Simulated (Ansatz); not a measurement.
Dissociation curve of CH, doublet.

Computed with full CI/def2-SVP, frozen core in Ansatz (a quantum-chemistry and plane-wave program).

**Question.** Relative to R = 1.13 Å, what are the energies at R = 1.08, 2.00, 2.48, 2.77 Å?

**Answer.** 4.1 kJ/mol at 1.08 Å, 243.0 kJ/mol at 2.00 Å, 304.5 kJ/mol at 2.48 Å, 317.3 kJ/mol at 2.77 Å.
